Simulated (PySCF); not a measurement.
Energy of C⁻ (carbon, charge -1) between two integer charges

The 2p alpha orbital of [He] 2s2 2p3 is emptied in steps (occupation f), with all orbitals relaxed, ending at [He] 2s2 2p2. Computed with PySCF 2.14 in aug-cc-pVDZ, with no relativity, point nucleus. The exact energy is a straight line in f; departures are measured from the line between the end points of the same method.

| f | LDA (eV) | PBE (eV) | PBE0 (eV) | r2SCAN (eV) | HSE06 (eV) | TPSS (eV) |
| --- | --- | --- | --- | --- | --- | --- |
| 1 | 0.000 | 0.000 | 0.000 | 0.000 | 0.000 | 0.000 |
| 0.9 | -0.334 | -0.326 | -0.216 | -0.297 | -0.250 | -0.314 |
| 0.7 | -0.808 | -0.783 | -0.518 | -0.708 | -0.597 | -0.754 |
| 0.5 | -0.994 | -0.957 | -0.632 | -0.857 | -0.726 | -0.920 |
| 0.3 | -0.861 | -0.823 | -0.542 | -0.729 | -0.621 | -0.790 |
| 0.1 | -0.379 | -0.360 | -0.236 | -0.317 | -0.270 | -0.345 |
| 0 | 0.000 | 0.000 | 0.000 | 0.000 | 0.000 | 0.000 |

Question: For TPSS, how does the orbital energy at f = 1 compare with the removal energy?

Answer: −ε = -2.002 eV against a total-energy difference of 1.436 eV. By Janak's theorem ε = ∂E/∂f, so the gap between them reflects the curvature. Along the path −ε is -1.402 (f = 0.9), -0.100 (f = 0.7), 1.327 (f = 0.5), 2.863 (f = 0.3), 4.475 (f = 0.1) eV.

```
method  E(f=0) − E(f=1) (eV)  −ε at f=1 (eV)  −ε at f=0.5 (eV)
   LDA                 1.788          -1.863             1.629
   PBE                 1.572          -1.989             1.449
  PBE0                 1.414          -0.950             1.342
r2SCAN                 1.496          -1.768             1.437
 HSE06                 1.414          -1.328             1.342
  TPSS                 1.436          -2.002             1.327
```

At f = 1 the orbital energy is positive for LDA, PBE, PBE0, r2SCAN, HSE06, TPSS: only the finite basis holds the electron.

Reference removal energy between the ground levels: 1.262 eV (measured; photodetachment measurements, as compiled on the Wikipedia data page of electron affinities). The calculation has no spin-orbit coupling.
